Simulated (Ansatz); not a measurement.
Input file:

```yaml
crystal:
  periodic: [false, false, false]
  atoms:
    - {symbol: Si, position_ang: [0.006312, -0.000001, 1.781521]}
    - {symbol: Ge, position_ang: [0.001520, 0.000000, -0.638687]}
    - {symbol: H, position_ang: [-1.510450, -0.000015, -0.981329]}
    - {symbol: H, position_ang: [0.612502, 1.244920, -1.315333]}
    - {symbol: H, position_ang: [0.612528, -1.244907, -1.315334]}
basis:
  gaussian: {orbitals: 6-31G}
magnetization: {spin_polarized: false, initial_magnetization: 3}
hamiltonian: {xc: {name: PBE}}
correlation: {method: dmrg, electrons: all}
scf: {lower_state_search: off}
output: {forces: true}
```

```sh
$ ansatz run in.yaml --threads 1 --pin off --events-out ev --progress --plain --max-ram 2393MiB
```

(1) One thing in this input was set wrong on purpose, beside settings that are merely unusual. What is the gravest fault, and what does the program do?

## Answers

(1) A method name that the input doesn't accept. How the run ends: refused.
```
Error: YAML parse error: error: line 13 column 23: unknown variant `dmrg`, expected one of mp2, rpa, ccsd, ccsd_t, bccd, bccd_t, ccsdt, ccsdt_q, ccsdt_q_b, ccsdtq, fci, sc_nevpt2, fic_nevpt4_sd, fic_mrcisd_q, fic_mrcisd_q_relaxed
  --> <input>:13:23
   |
11 | magnetization: {spin_polarized: false, initial_magnetization: 3}
12 | hamiltonian: {xc: {name: PBE}}
13 | correlation: {method: dmrg, electrons: all}
   |                       ^ unknown variant `dmrg`, expected one of mp2, rpa, ccsd, ccsd_t, bccd, bccd_t, ccsdt, ccsdt_q, ccsdt_q_b, ccsdtq, fci, sc_nevpt2, fic_nevpt4_sd, fic_mrcisd_q, fic_mrcisd_q_relaxed
14 | scf: {lower_state_search: off}
15 | output: {forces: true}
   |
```
